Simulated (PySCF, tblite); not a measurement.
# cyanide (CN−): isotopologues and vibrational averages

Aim: rotational constants, zero-point energies and shieldings of isotopologues of cyanide (CN−) (`[C-]#N`).

Computed with tblite 0.8.0 (tight binding) and PySCF 2.14.0 (DFT, with response routines of our own); each step states its level. Atoms count from 0 throughout.

## 1. The starting structure

2 atoms, charge -1, multiplicity 1; geometry from: force field or distance geometry start.

Bonds of the start (Å): C0–N1 1.20.

## 2. GFN2-xTB relaxation, lowest of a short conformer search

The job: settings as JSON, then the geometry in Å.

```
{"job": {"xc": "GFN2-xTB", "basis": "xTB", "kind": "relax"}, "charge": -1, "multiplicity": 1}
C      0.606200    -0.012200    -0.010600
N     -0.595200     0.017300    -0.046000
```

The run is started by

```bash
$ OMP_NUM_THREADS=1 python ens_run.py task.json out
```

The driver reads the study from task.json and runs its stages one after another.

Standard output:

```text
step      E/eV     max force
  0    -139.14845    0.207
  1    -139.14794    0.384
  2    -139.14867    0.003
```

Wall time 0.03 s (1 thread of Arm Neoverse V2, shared host).

Relaxing gained 0.000 eV and moved the atoms by 0.00 Å on average (rms).

## 3. Tight optimisation and Hessian

The job: settings as JSON, then the geometry in Å.

```
{"job": {"xc": "B3LYP", "basis": "pcSseg-2", "grid": 2, "temperatures": [298.15, 1000], "kind": "geom"}, "charge": -1, "multiplicity": 1}
C      0.605152    -0.012210    -0.010594
N     -0.594124     0.017283    -0.046000
```

Standard output:

```text
step   0  E = -2527.7444178 eV  max force = 2.89639
step   1  E = -2527.7886029 eV  max force = 0.03535
step   2  E = -2527.7886086 eV  max force = 0.00355
step   3  E = -2527.7886087 eV  max force = 0.00004
step   4  E = -2527.7886087 eV  max force = 0.00004
harmonic wavenumbers (cm-1): 2132.1
```

Run time: 10 s. Hardware: 1 thread of Arm Neoverse V2, shared host; peak memory 0.36 GiB.

## 4. Displacements along the modes, parent

The job: settings as JSON, then the geometry in Å.

```
{"job": {"xc": "B3LYP", "basis": "pcSseg-2", "grid": 2, "temperatures": [298.15, 1000], "kind": "vib", "mass_numbers": [12, 14]}, "charge": -1, "multiplicity": 1}
C      0.590398    -0.011847    -0.011030
N     -0.579370     0.016920    -0.045565
```

Standard output:

```text
mode    cm-1    km/mol   phi_rrr   E(+)/cm-1  E(-)/cm-1
  1   2132.05    12.67     688.9     409.50     359.95
```

Wall time 1.6 s (1 thread of Arm Neoverse V2, shared host); peak memory 0.35 GiB.

## 5. Displacements along the modes, 15N at atom 1

The job: settings as JSON, then the geometry in Å.

```
{"job": {"xc": "B3LYP", "basis": "pcSseg-2", "grid": 2, "temperatures": [298.15, 1000], "kind": "vib", "mass_numbers": [12, 15]}, "charge": -1, "multiplicity": 1}
C      0.590398    -0.011847    -0.011030
N     -0.579370     0.016920    -0.045565
```

Standard output:

```text
mode    cm-1    km/mol   phi_rrr   E(+)/cm-1  E(-)/cm-1
  1   2099.10    10.88    -673.0     354.56     402.96
```

Run time: 1.6 s. Hardware: 1 thread of Arm Neoverse V2, shared host; peak memory 0.35 GiB.

## 6. Displacements along the modes, 13C at atom 0

The job: settings as JSON, then the geometry in Å.

```
{"job": {"xc": "B3LYP", "basis": "pcSseg-2", "grid": 2, "temperatures": [298.15, 1000], "kind": "vib", "mass_numbers": [13, 14]}, "charge": -1, "multiplicity": 1}
C      0.590398    -0.011847    -0.011030
N     -0.579370     0.016920    -0.045565
```

Standard output:

```text
mode    cm-1    km/mol   phi_rrr   E(+)/cm-1  E(-)/cm-1
  1   2087.29    13.88     667.3     400.62     352.63
```

It took 1.6 s on 1 thread of Arm Neoverse V2, shared host; peak memory 0.35 GiB.

## 7. Displacements along the modes, 13C at atom 0, 15N at atom 1

The job: settings as JSON, then the geometry in Å.

```
{"job": {"xc": "B3LYP", "basis": "pcSseg-2", "grid": 2, "temperatures": [298.15, 1000], "kind": "vib", "mass_numbers": [13, 15]}, "charge": -1, "multiplicity": 1}
C      0.590398    -0.011847    -0.011030
N     -0.579370     0.016920    -0.045565
```

Standard output:

```text
mode    cm-1    km/mol   phi_rrr   E(+)/cm-1  E(-)/cm-1
  1   2053.62    11.99    -651.2     347.12     393.95
```

Run time: 1.7 s. Hardware: 1 thread of Arm Neoverse V2, shared host; peak memory 0.36 GiB.

## 8. Vibrational averages by isotopologue

The job: settings as JSON, then the geometry in Å.

```
{"job": {"xc": "B3LYP", "basis": "pcSseg-2", "grid": 2, "temperatures": [298.15, 1000], "kind": "iso"}, "charge": -1, "multiplicity": 1}
C      0.590398    -0.011847    -0.011030
N     -0.579370     0.016920    -0.045565
```

Standard output:

```text
parent
  Be/MHz None 57068.575 57068.575
  B0/MHz None 56831.825 56831.825
  ZPE/cm-1 1066.0
  <sigma>(0 K)/ppm 9.134 -53.001
15N at atom 1
  Be/MHz None 55318.045 55318.045
  B0/MHz None 55092.099 55092.099
  ZPE/cm-1 1049.5
  <sigma>(0 K)/ppm 9.171 -52.938
13C at atom 0
  Be/MHz None 54697.23 54697.23
  B0/MHz None 54475.075 54475.075
  ZPE/cm-1 1043.6
  <sigma>(0 K)/ppm 9.185 -52.916
13C at atom 0, 15N at atom 1
  Be/MHz None 52946.7 52946.7
  B0/MHz None 52735.15 52735.15
  ZPE/cm-1 1026.8
  <sigma>(0 K)/ppm 9.224 -52.852
```

Run time: 18 s. Hardware: 1 thread of Arm Neoverse V2, shared host; peak memory 0.36 GiB. This counts the whole study up to here.

Rotational constants (MHz) at equilibrium and in the ground state:

```
                isotopologue       Be       B0  zero-point change (cm⁻¹)
                      parent  57068.6  56831.8                       0.0
               15N at atom 1  55318.0  55092.1                     -16.5
               13C at atom 0  54697.2  54475.1                     -22.4
13C at atom 0, 15N at atom 1  52946.7  52735.2                     -39.2
```

Shieldings of the first species (ppm): at equilibrium, the vibrational parts at 0 K, and the averages:

```
atom  equilibrium  anharmonic  harmonic     0 K  298.15 K  1000 K
  C0        11.57       -1.78     -0.66    9.13      8.95    8.29
  N1       -48.94       -2.88     -1.18  -53.00    -53.29  -54.38
```

Isotope effects on the shieldings at 0 K (ppb; positive means more shielded):

```
atom  15N at atom 1  13C at atom 0  13C at atom 0, 15N at atom 1
  C0             37             51                            90
  N1             63             85                           150
```

## 9. Summary of results

```
                  quantity        value
               point group          C∞v
   B0 of the first species  56831.8 MHz
         zero-point energy    1066 cm⁻¹
zero-point change of σ(N1)    -4.06 ppm
```

What this shows: Zero-point motion changes the shielding of N1 most, by -4.06 ppm. The largest secondary isotope effect is 85 ppb on N1, 1 bond from the change (13C at atom 0).
